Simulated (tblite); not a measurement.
# CH6N2P: the cost of one run

Computed with tblite 0.8.0 and PySCF 2.14.0; each step states its level. No surroundings beyond the atoms listed, unless a continuum is named. Atoms count from 0, parts from 1.

### 1 The system as given

10 atoms, charge 1, multiplicity 1; geometry: rigid parts in contact. Parts: 1 = atoms 0–4, `N#CN`, charge 0; 2 = atoms 5–9, `[PH4+]`, charge 1.

### 2 Search for minima with GFN2-xTB

What the job is given:

```
{"job": {"kind": "dock", "xc": "GFN2-xTB", "basis": "xTB"}, "charge": 1, "multiplicity": 1, "parts": [{"atoms": "0-4", "charge": 0, "multiplicity": 1}, {"atoms": "5-9", "charge": 1, "multiplicity": 1}]}
N     -0.567565     0.003085    -0.147627
C      0.748879    -0.000917    -0.051647
N      1.894649    -0.003464    -0.031458
H     -1.036409     0.853275     0.126063
H     -1.039554    -0.851979     0.104669
P      5.100258     1.140767     0.671248
H      6.213692     1.249525    -0.127904
H      4.673476     2.395545     1.036879
H      4.100008     0.500370    -0.021450
H      5.413999     0.417362     1.797464
```

Method: GFN2-xTB search for minima from random contacts, gas phase.

Launch:

```bash
$ OMP_NUM_THREADS=1 python cluster_run.py task.json out
```

One launch serves the whole session: the jobs run in the order shown.

Q: Estimate the wall time of this first job on 1 thread of Arm Neoverse V2, shared host.

About 4.6 s.
